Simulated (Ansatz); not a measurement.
C6H8 can be A, `CC1=CCC=C1`, or B, `C1CC2=C1CC2`.

Gas-phase electronic energies from Ansatz, PBE0-D4/def2-TZVP geometries. CCSD(T)/CBS is the MP2 limit (def2-TZVPP, def2-QZVPP) plus CCSD(T) − MP2 in def2-TZVPP, frozen cores. DFT in def2-TZVPP. B3LYP here is the variant with VWN-RPA as its local correlation; programs differ in this.

Q: Which is lower in electronic energy at CCSD(T)/CBS, and by how much? (Best estimate.)

A: Computed: A, by 67.4 kcal/mol.

Q: Give E(B) − E(A) in kcal/mol with MP2/def2-TZVPP, PBE0-D4, CCSD/def2-TZVPP, B3LYP, r2SCAN-D4, CCSD(T)/def2-TZVPP, B2PLYP. (Best estimate.)

A: Computed: MP2/def2-TZVPP 66.9, PBE0-D4 65.3, CCSD/def2-TZVPP 67.4, B3LYP 69.4, r2SCAN-D4 69.0, CCSD(T)/def2-TZVPP 67.1, B2PLYP 69.1. None reverses the order clearly.

Q: Does the order hold for the free energy at 298.15 K (harmonic terms from PBE0-D4)? (Estimate.)

A: Computed: Yes: G(B) − G(A) = +68.4 kcal/mol.

Largest T1 diagnostic: 0.011.

In def2-TZVPP, CCSD(T) changes the Hartree–Fock value by −6.5 kcal/mol (the triples alone add −0.3 kcal/mol) and MP2 by −6.7 kcal/mol. From BLYP to BHLYP (50 % exact exchange), in def2-TZVPP and without D4, E(B) − E(A) moves by +2.1 kcal/mol.
